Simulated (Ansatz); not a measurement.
# The oxygen atom (triplet): the correlation ladder, def2-TZVPP

An exercise on one series of results from a longer session: the logs are not shown, and one member is left open.

The runs use Ansatz 0.2.0, Gaussian basis; def2-TZVPP, core rule «outside noble gas», up to 1 orbitals frozen.

To be run: CCSD(T) on UHF; BCCD(T) on ROHF; CISD; CCSDT(Q) on ROHF; CCSDT(Q) on UHF; CISDTQ; CASSCF and MRCISD+Q, 6 electrons in 4 orbitals; CASSCF and MRCISD+Q(relaxed), 6 electrons in 4 orbitals; CASSCF and NEVPT4(SD), 6 electrons in 4 orbitals; CASSCF and NEVPT2, 6 electrons in 4 orbitals.

## The atom

A free atom, in its lowest state of this spin that the program finds.

1 atom, charge 0, spin multiplicity 3.

The first run:

in.yaml reads:

```yaml
crystal:
  periodic: [false, false, false]
  atoms:
    - {symbol: O, position_ang: [0.000000, 0.000000, 0.000000]}
basis:
  gaussian: {orbitals: def2-TZVPP}
magnetization: {spin_polarized: true, initial_magnetization: 2}
correlation: {method: ccsd_t, electrons: outside_noble_gas}
```

Launch:

```
ansatz run in.yaml --threads 1 --pin off --events-out ev --progress --plain --max-ram 2393MiB
```

Steps of the session up to this table: CCSD(T) on UHF; BCCD(T) on ROHF; CISD; CCSDT(Q) on ROHF; CCSDT(Q) on UHF; CISDTQ; CASSCF and MRCISD+Q, 6 electrons in 4 orbitals; CASSCF and MRCISD+Q(relaxed), 6 electrons in 4 orbitals; CASSCF and NEVPT4(SD), 6 electrons in 4 orbitals; CASSCF and NEVPT2, 6 electrons in 4 orbitals.

One of the session's tables, all rows but one given; the rest of the session is left out.

| method | from UCCSDT(Q) (meV) |
| --- | --- |
| UHF | +4394.5 |
| UMP2 | +539.5 |
| UCCSD | +87.6 |
| UCCSD(T) | +10.2 |
| BCCD(T) | +12.8 |
| UCCSDT | +1.8 |
| UCCSDT(Q) | 0 |
| CASSCF valence | +4564.8 |
| NEVPT2 valence | ? |
| NEVPT4(SD) valence | +70.1 |
| MRCISD valence | +180.8 |
| MRCISD+Q valence | +13.6 |
| MRCISD+Q(relaxed) valence | +13.6 |

Q: Estimate the row for NEVPT2 valence from the others.

The run gave: from UCCSDT(Q) (meV): +829.3. In the column «from UCCSDT(Q) (meV)» it lies between UMP2 (+539.5) and UHF (+4394.5).

Not comparable, so not listed: CISD; CISDTQ (they don't share determinant, frozen orbitals or solution with the rows shown, or repeat one).
